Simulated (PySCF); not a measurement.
# H3N: the cost of one run

Programs: PySCF 2.14.0, with routines of our own; each step states its level. All values are computed. Atoms count from 0.

## Step 1: The starting structure

4 atoms, charge 0, multiplicity 1; geometry from: GFN2-xTB.

## Step 2: NMR shieldings: PBE0/pcJ-1, spin–orbit

Job settings and geometry (Å):

```
{"job": {"xc": "PBE0", "basis": {"default": "pcJ-1"}, "rel": "so", "kind": "hnmr"}, "charge": 0, "multiplicity": 1}
N      0.005567     0.002694     0.269341
H      0.924501    -0.196064    -0.106804
H     -0.630350    -0.700539    -0.086466
H     -0.289484     0.898682    -0.098925
```

Method: PBE0/pcJ-1 GIAO NMR shielding, X2C with spin-orbit coupling, screened-nuclear two-electron part, Gaussian nuclei, gas phase.

Started as:

```console
$ OMP_NUM_THREADS=1 python heavy_run.py task.json out
```

This one command runs all jobs of the session in turn.

**Question.** How long does this first job take on 1 thread of Arm Neoverse V1, shared host, and how much memory does it need?

About 2.2 s, with a peak of 0.31 GiB.
